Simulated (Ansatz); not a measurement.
Cost and result up the ladder for BH2(CCH) (C2H3B) (6 atoms). The state is a singlet with charge 0. Geometry: PBE0-D4/def2-TZVP.

```csv
atom,x (Å),y (Å),z (Å)
B1,0.571,0.945,-0.256
H2,-0.015,1.976,-0.385
H3,1.756,0.904,-0.395
C4,-0.185,-0.306,0.083
C5,-0.795,-1.315,0.356
H6,-1.332,-2.204,0.596
```

Ansatz on 4 threads of Arm Neoverse V2 on a shared host. Times are rough, and most runs start from the orbitals of an earlier one. ωB97M-V/def2-TZVP serves as the yardstick here, not as an exact answer. Differences are given only for rows in sets of like size (and for xTB, whose basis is part of the method), since another set adds its own error. Binding counts from free atoms at the same level (B doublet, H doublet, C triplet; other spins of the atoms weren't run), without zero-point energy or a counterpoise term.

LC-ωPBE has ω = 0.4 bohr⁻¹. Correlated methods freeze 3 core orbitals.

Correlated methods converge slowly with the basis.

```csv
level,functions,wall time
HF/STO-3G,18,0.05 s
PBE-D4/def2-SVP,57,0.2 s
MP2/def2-TZVP,111,0.25 s
PBE-D4/def2-TZVP (with forces),111,0.45 s
BHLYP-D4/def2-TZVP,111,0.45 s
LC-ωPBE/def2-TZVP,111,0.5 s
PBE0-D4/def2-TZVP,111,0.55 s
CAM-B3LYP-D4/def2-TZVP,111,0.55 s
PBE0-D4/def2-TZVPD,138,0.65 s
r2SCAN-D4/def2-TZVP,111,0.75 s
r2SCANh-D4/def2-TZVP,111,0.85 s
r2SCAN-D4/def2-TZVPD,138,1.1 s
ωB97X-V/def2-TZVP,111,1.3 s
ωB97M-V/def2-TZVP,111,1.4 s
```

Question: Estimate what each level gives for the binding energy per atom (eV).

Answer: 
```
                         level  binding energy per atom (eV)  difference from ωB97M-V/def2-TZVP (eV)
                     HF/STO-3G                          3.96                                       –
               PBE-D4/def2-SVP                          4.38                                       –
                 MP2/def2-TZVP                          4.20                                   -0.05
PBE-D4/def2-TZVP (with forces)                          4.36                                    0.10
            BHLYP-D4/def2-TZVP                          4.14                                   -0.11
             LC-ωPBE/def2-TZVP                          4.22                                   -0.03
             PBE0-D4/def2-TZVP                          4.27                                    0.02
        CAM-B3LYP-D4/def2-TZVP                          4.26                                    0.01
            PBE0-D4/def2-TZVPD                          4.27                                    0.02
           r2SCAN-D4/def2-TZVP                          4.26                                    0.01
          r2SCANh-D4/def2-TZVP                          4.24                                   -0.02
          r2SCAN-D4/def2-TZVPD                          4.26                                    0.01
             ωB97X-V/def2-TZVP                          4.22                                   -0.03
             ωB97M-V/def2-TZVP                          4.25                                    0.00
```
